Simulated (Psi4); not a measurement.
# Two attempts at AlH5Si (AlH2(SiH3))

Wanted: the energy of AlH5Si (AlH2(SiH3)), wB97X-D3/jun-cc-pVTZ.

The results are computed with Psi4 1.11.

## 1. Starting point

AlH5Si: 7 atoms, total charge 0, spin state singlet. As SMILES, `[H][Al]([H])[SiH3]`. Geometry: a GFN2-xTB relaxation, a rough one for these elements and not checked as a minimum.

Bond lengths: Al1–Si4 2.421 Å, Al1–H2 1.567 Å, Al1–H3 1.566 Å, Si4–H5 1.482 Å, Si4–H6 1.482 Å, Si4–H7 1.482 Å. Angles: Al1–Si4–H5 114.1°, Al1–Si4–H6 113.8°, Al1–Si4–H7 116.0°, H2–Al1–Si4 125.8°, H3–Al1–Si4 126.2°, H5–Si4–H6 104.0°, H5–Si4–H7 103.8°, H6–Si4–H7 103.8°, H2–Al1–H3 107.9°.

## 2. First attempt

alh5si.xyz reads:

```xyz
7
AlH5Si
Al     0.688040     1.201700     0.003860
H      2.245410     1.365000     0.056470
H      0.053380     2.633190    -0.016580
Si    -0.517390    -0.897790    -0.016750
H     -1.851430    -0.836410     0.625620
H      0.177610    -1.992690     0.701130
H     -0.795620    -1.472990    -1.353750
```

run.py reads:

```python
import psi4

psi4.set_memory(1600000000)
psi4.set_num_threads(1)
psi4.core.set_output_file('alh5si.out', False)

with open('alh5si.xyz') as f:
    atoms = ''.join(f.readlines()[2:])
geom = psi4.geometry('0 2\n' + atoms + 'symmetry c1')

options = {'scf_type': 'pk'}
psi4.set_options(options)

e, wfn = psi4.energy('wb97x-d3/jun-cc-pVTZ', return_wfn=True)
print('E =', round(e, 9))
```

Command:

```console
python run.py
```

stdout:

```text
qcelemental.exceptions.ValidationError: Inconsistent or unspecified chg/mult: sys chg: None, frag chg: [0.0], sys mult: None, frag mult: [2]
```

Run time: 0.7 s. Hardware: 1 thread of Intel Xeon 6975P-C (Granite Rapids), shared host; peak memory 0.13 GiB.

## 3. Reading the log

The program refused the input.

The log says `qcelemental.exceptions.ValidationError: Inconsistent or unspecified chg/mult: sys chg: None, frag chg: [0.0], sys mult: None, frag mult: [2]`. What is wrong: the spin state typed doesn't suit the molecule. To mend it: multiplicity 1 in place of 2.

## 4. Second attempt

alh5si.xyz is that of step 2.

calc.py reads:

```python
import psi4

psi4.set_memory('1600 MB')
psi4.set_num_threads(1)
psi4.core.set_output_file('psi4.out', False)

with open('alh5si.xyz') as f:
    atoms = ''.join(f.readlines()[2:])
m = psi4.geometry('0 1\n' + atoms + 'symmetry c1')

psi4.set_options({
    'scf_type': 'pk',
})

e = psi4.energy('wb97x-d3/jun-cc-pVTZ', molecule=m)
print(f'wb97x-d3/jun-cc-pVTZ energy: {e:.10f} Eh')
```

Command:

```console
python calc.py
```

psi4.out, cut to the lines that bear on the results:

```text
[...]
   @RKS iter   1:  -534.86775256377314   -6.99018e-01   1.78781e-03 DIIS/ADIIS
[...]
   @RKS iter   7:  -534.90266329992653   -5.08036e-08   2.23359e-07 DIIS
[...]
  @RKS Final Energy:  -534.90266329992653
   => Energetics <=
    Nuclear Repulsion Energy =             75.5365537921848187
    One-Electron Energy =                -891.6311117425432258
    Two-Electron Energy =                 311.2734273796326647
    DFT Exchange-Correlation Energy =     -30.0808053274152378
    Empirical Dispersion Energy =          -0.0007274017854728
    VV10 Nonlocal Energy =                  0.0000000000000000
    Total Energy =                       -534.9026632999265303
[...]
 Multipole Moments:
 ------------------------------------------------------------------------------------
     Multipole            Electronic (a.u.)      Nuclear  (a.u.)        Total (a.u.)
 ------------------------------------------------------------------------------------
 L = 1.  Multiply by 2.5417464519 to convert [e a0] to [Debye]
 Dipole X            :          1.0454477           -1.0562803           -0.0108326
 Dipole Y            :          1.8494113           -1.8601714           -0.0107601
 Dipole Z            :         -0.0475720            0.0302928           -0.0172791
 Magnitude           :                                                    0.0230585
[...]
```

The script printed:

```text
wb97x-d3/jun-cc-pVTZ energy: -534.9026632999 Eh
```

It took 41 s on 1 thread of Intel Xeon 6975P-C (Granite Rapids), shared host; peak memory 1.4 GiB.

## 5. Summary of results

At wB97X-D3/jun-cc-pVTZ:

```
         quantity          value
     total energy  -534.90266 Eh
    dipole moment         0.06 D
      HOMO energy      -10.10 eV
      LUMO energy       -0.41 eV
    HOMO–LUMO gap        9.68 eV
dispersion energy   -1.91 kJ/mol
```
